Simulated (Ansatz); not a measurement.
# SeF, doublet: reading a ladder of total energies

Geometry: a PBE0/def2-TZVP stationary point for this spin.

```xyz
2

F     0.0000    0.0000    0.0000
Se    0.0000    0.0000    1.7375
```

Basis cc-pVDZ; Ansatz 0.2.0. Correlated methods freeze the noble-gas cores and the filled d shells of p-block atoms, which leaves 13 electrons in 26 orbitals. R marks a restricted (for open shells ROHF) determinant, U an unrestricted one. No spin–orbit coupling is included, and no scalar relativity.

Full CI isn't at hand for all of this; UCCSDT(Q) serves as the reference, and is uncertain by about the last step of the cluster series.

Runs differ by some tens of microhartree through their thresholds and, for an open shell, their frozen cores, so steps under 0.03 kcal/mol mean nothing.

```
    level  total energy (hartree)
      UHF            -2499.205988
     UMP2            -2499.485710
    UCCSD            -2499.500983
 UCCSD(T)            -2499.506926
   UCCSDT            -2499.507497
UCCSDT(Q)            -2499.508298
```

**Question.** What is the correlation energy at UCCSDT(Q), and what share of it do UMP2 and UCCSD recover?

**Answer.** E(corr) = -2499.508298 − (-2499.205988) = -0.302310 hartree = -8.226 eV. UMP2: -0.279722 / -0.302310 = 92.53 %. UCCSD: -0.294995 / -0.302310 = 97.58 %.

**Question.** By how many kcal/mol does UCCSD(T) miss UCCSDT(Q) (1 hartree = 627.509 kcal/mol), and which steps make up the rest?

**Answer.** -2499.506926 − (-2499.508298) = 0.001372 hartree = 0.86 kcal/mol. Steps: UCCSDT − UCCSD(T) = -0.36, UCCSDT(Q) − UCCSDT = -0.50 kcal/mol. Differences between like states or geometries often cancel part of this.
